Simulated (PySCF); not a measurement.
# doublet BCl+ at 6 levels

Aim: a comparison of 6 runs (U-wB97X-V/STO-6G, UB3LYP/STO-6G, UPBE/STO-6G, UMP2/STO-6G, ROCCSD(T)/STO-6G, UCCSD(T)/STO-6G) of doublet BCl+. Input form: a Python script.

The results are computed with PySCF 2.14.0.

12 further runs of the same task are left out: 2 that didn't finish, 10 set aside as unsound or not needed.

**1. The system as given**

BCl+ has 2 atoms, charge +1, and is taken as a doublet. SMILES of the parent species: `[B]Cl`. The coordinates come from a GFN2-xTB relaxation. That shape belongs to the parent species and isn't relaxed for this state.

Bond lengths: B1–Cl2 1.579 Å.

**2. A single-point energy at U-wB97X-V/STO-6G (run 1)**

Input file input.py:

```python
from pyscf import gto, dft

molecule = gto.M(
    atom=[
    ('B', (0.000000, 0.000000, 0.000000)),
    ('Cl', (0.000000, 0.000000, 1.578530)),
],
    verbose=3,
    basis='sto-6g',
    charge=1,
    max_memory=1860,
    spin=1,
)

calc0 = dft.UKS(molecule, xc='wb97x-v')
calc0.grids.level = 5
calc0.conv_tol = 1e-10
calc0.nlcgrids.level = 1
calc0.kernel()
if not calc0.converged:
    calc0 = calc0.newton().run(calc0.mo_coeff, calc0.mo_occ)

etot = calc0.e_tot
print('Final energy', etot)
```

Launch:

```
$ OMP_NUM_THREADS=1 python input.py
```

Standard output:

```text
WARN: HOMO -0.194235686816543 >= LUMO -0.194235686816542

converged SCF energy = -482.9156082925  <S^2> = 0.75711064  2S+1 = 2.007098
Final energy -482.9156082925004
```

It took 8.1 s on 1 thread of Arm Neoverse V1, shared host; peak memory 0.17 GiB.

**3. The energy at UB3LYP/STO-6G (run 2)**

Input file job.py:

```python
from pyscf import gto, dft

mol = gto.Mole()
mol.atom = '''
B      0.000000     0.000000     0.000000
Cl     0.000000     0.000000     2.982989
'''
mol.unit = 'bohr'
mol.max_memory = 1860
mol.charge = 1
mol.basis = 'sto-6g'
mol.verbose = 3
mol.spin = 1
mol.build()

mf = dft.UKS(mol)
mf.xc = 'b3lyp'
mf.grids.level = 5
mf.conv_tol = 1e-10
mf.kernel()
if not mf.converged:
    mf = mf.newton().run(mf.mo_coeff, mf.mo_occ)

e_tot = mf.e_tot
print('E = %.10f Eh' % e_tot)
```

Launch:

```
$ OMP_NUM_THREADS=1 python job.py
```

Standard output:

```text
converged SCF energy = -482.971870522643  <S^2> = 0.75823766  2S+1 = 2.0082208
E = -482.9718705226 Eh
```

Wall time 2.3 s (1 thread of Arm Neoverse V1, shared host); peak memory 0.17 GiB.

Runs 3 to 5 aren't shown in full; the table further down has their settings and results.

**4. A single-point energy at UCCSD(T)/STO-6G (run 6)**

Input file calc.py:

```python
from pyscf import gto, cc

mol = gto.Mole()
mol.atom = '''
B      0.000000     0.000000     0.000000
Cl     0.000000     0.000000     1.578530
'''
mol.charge = 1
mol.basis = 'sto-6g'
mol.spin = 1
mol.max_memory = 1860
mol.verbose = 3
mol.build()

hf = mol.UHF()
hf.conv_tol = 1e-10
hf.kernel()
if not hf.converged:
    hf = hf.newton().run(hf.mo_coeff, hf.mo_occ)

mycc = cc.CCSD(hf, frozen=6)
mycc.kernel()
e_t = mycc.ccsd_t()
etot = mycc.e_tot + e_t
print('Final energy', etot)
```

Launch:

```
$ OMP_NUM_THREADS=1 python calc.py
```

Standard output:

```text
converged SCF energy = -482.228072357599  <S^2> = 0.76599989  2S+1 = 2.0159364
E(UCCSD) = -482.2806481472408  E_corr = -0.05257578964147765
UCCSD(T) correction = -0.00467587775707541
Final energy -482.28532402499786
```

Wall time 0.93 s (1 thread of Arm Neoverse V1, shared host); peak memory 0.12 GiB.

**5. Overview of the runs**

```csv
run,level,nlc grid,integration grid,energy (Eh),HOMO energy (eV),LUMO energy (eV),⟨S²⟩,wall time
1,U-wB97X-V/STO-6G,1,5,-482.915608,-20.01,-8.91,0.757,8.1 s
2,UB3LYP/STO-6G,–,5,-482.971871,-17.15,-11.53,0.758,2.3 s
3,UPBE/STO-6G,–,5,-482.735543,-15.84,-12.23,0.762,2 s
4,UMP2/STO-6G,–,–,-482.271432,-21.95,-5.77,0.766,0.84 s
5,ROCCSD(T)/STO-6G,–,–,-482.285356,–,–,0.750,0.91 s
6,UCCSD(T)/STO-6G,–,–,-482.285324,-21.95,-5.77,0.766,0.93 s
```

**6. Summary of results**

```
                                                         quantity          value
                                              run 6: total energy  -482.28532 Eh
run 6: HOMO energy (Hartree–Fock orbitals) (highest over α and β)      -21.95 eV
 run 6: LUMO energy (Hartree–Fock orbitals) (lowest over α and β)       -5.77 eV
               run 6: correlation energy (6 core orbitals frozen)      -57.3 mEh
                                            run 6: (T) correction      -4.68 mEh
                         run 6: ⟨S²⟩ of the reference determinant          0.766
                                             run 6: T1 diagnostic          0.027
```

Totals of different functionals can't be ranked against each other. In runs 1, 2, 3, 4, 5, 6 the basis is minimal, so the values are rough. All runs together took 15 s, the longest 8.1 s.
